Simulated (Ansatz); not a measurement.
# Cd: which structure is lowest?

The calculation used Ansatz, DFT, PBEsol, plane waves (420 eV) with PAW, scalar-relativistic. (PAW data from PBE, frozen cores regenerated.)

Each structure is relaxed within its own symmetry, so a high-lying one may be dynamically unstable.

| structure | ΔE (meV/atom) | V (Å³/atom) | cell | magnetic state |
| --- | --- | --- | --- | --- |
| hcp | 0 | 21.25 | a = 2.927 Å, c = 5.727 Å (c/a = 1.956) | spin not included |
| fcc | 9 | 20.97 | a = 4.377 Å | spin not included |
| dhcp | 16 | 20.87 | a = 3.117 Å, c = 9.923 Å (c/a = 3.184) | spin not included |
| A15 | 37 | 21.24 | a = 5.539 Å | spin not included |
| bcc | 73 | 21.35 | a = 3.495 Å | spin not included |
| omega (AlB2-type) | 82 | 21.59 | a = 4.999 Å, c = 2.993 Å (c/a = 0.599) | spin not included |
| simple cubic | 181 | 24.49 | a = 2.904 Å | spin not included |
| diamond | 472 | 33.41 | a = 6.442 Å | spin not included |

ΔE counts from hcp.

Differences under about 8 meV lie within the error of the k-point mesh.
